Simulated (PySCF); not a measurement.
An element was calculated at r2SCAN (PySCF 2.14, spin-free X2C, a triple-zeta basis, no spin-orbit coupling), in the ground configurations that NIST lists.

| Quantity | Value |
| --- | --- |
| electron affinity | 1.520 eV |
| first ionisation energy | 8.310 eV |
| second ionisation energy | 16.522 eV |
| third ionisation energy | 32.936 eV |

Question: Which element is it?

Answer: Silicon (Si, Z = 14), in dyall-acv3z. NIST lists 8.152, 16.346, 33.493 eV for these ionisation energies.
